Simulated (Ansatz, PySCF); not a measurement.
## Smallest direct gap on the k points sampled of rock-salt MgO at several levels of theory

No measured value is used here.

```
level (code)                    value (eV)
-----------------------------  -----------
LDA (Ansatz)                          4.69
PBE (Ansatz)                          4.78
RPBE (Ansatz)                            ?
r²SCAN (Ansatz)                       5.67
B3LYP (VWN-RPA form) (Ansatz)            ?
Hartree–Fock (PySCF)           15.79 ± 0.1
G0W0@HSE06 (Ansatz)                   8.44
```

### Question
Some entries are withheld; supply them.

### Answer

- RPBE (Ansatz, an electronic-structure program), value (eV): 4.89
- B3LYP (VWN-RPA form) (Ansatz), value (eV): 7.04

Computed values are for a static lattice.  A ± on a computed value is a rough bar: the spread of its extrapolation, a floor set from checks against published values, or a statistical error. G0W0@HSE06: GW on a hybrid start was not checked against another program. Values are at the measured cell. Cutoffs and k meshes differ between the levels. Ansatz's density-functional and Hartree–Fock values are scalar-relativistic unless marked +SOC, with PAW data made under PBE.
